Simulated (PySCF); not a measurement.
Simulated C 1s region for isoprene (`C=CC(=C)C`), binding energy against the vacuum level.

Every computed line was given a Gaussian of 0.7 eV full width at half maximum and an area set by the number of equivalent atoms; the highest printed point is 100. Level of theory: delta-SCF UKS SCAN, pcX-2 on the ionised atom, pcseg-1 elsewhere, spin-free X2C in PySCF.

binding energy (eV), intensity and a bar:
```
    288.6          0 
    288.7          0 
    288.8          1 
    288.9          2 #
    289.0          4 #
    289.1          9 ###
    289.2         16 #####
    289.3         26 ########
    289.4         38 ###########
    289.5         51 ###############
    289.6         61 ##################
    289.7         67 ####################
    289.8         69 #####################
    289.9         66 ####################
    290.0         63 ###################
    290.1         62 ###################
    290.2         67 ####################
    290.3         77 #######################
    290.4         88 ###########################
    290.5         98 #############################
    290.6        100 ##############################
    290.7         94 ############################
    290.8         80 ########################
    290.9         61 ##################
    291.0         43 #############
    291.1         27 ########
    291.2         15 ####
    291.3          8 ##
    291.4          3 #
    291.5          1 
    291.6          1 
    291.7          0
```

**Question.** Count the maxima, the lines and the sites behind this envelope.

**Answer.** The curve has 2 maxima (at 289.8 and 290.6 eV). Under it lie 5 lines from 5 inequivalent carbon sites. At this width some lines have no maximum of their own.

**Question.** Decompose the envelope and assign each component. Numbering: `[CH2:1]=[CH:2][C:3](=[CH2:4])[CH3:5]`.

**Answer.** 
```tsv
position (eV)	relative area	line	atoms	environment
289.63	1	C 1s	C4	terminal =CH2 carbon
289.83	1	C 1s	C1	terminal =CH2 carbon
290.46	1	C 1s	C2	alkene CH carbon
290.62	1	C 1s	C3	fully substituted alkene carbon
290.70	1	C 1s	C5	allylic carbon
```

**Question.** What are the centre and the root-mean-square width of the whole band?

**Answer.** The area-weighted mean of the lines is 290.25 eV. Their own spread about it is 0.43 eV (rms) and each Gaussian has σ = 0.7/2.355 = 0.30 eV; the variances add, which gives 0.53 eV.

Lowest listed C 1s: C4, bonded to C (double bond) and 2 H. Highest, 1.07 eV above it: C5, bonded to C and 3 H.

The curve has no shake-up lines and no vibrational structure. The unrestricted hole states depart most from a pure doublet (⟨S²⟩ = 0.75; over 0.85 named) for C 1s of C2 (0.90) and C 1s of C3 (0.91), which makes these values less certain. One conformer (not necessarily the lowest) at the GFN2-xTB geometry, without solvent, vibrations or thermal averaging.

Conformer computed: `[CH2:1]=[CH:2][C:3](=[CH2:4])[CH3:5]`: C1–C2–C3–C4 180°.
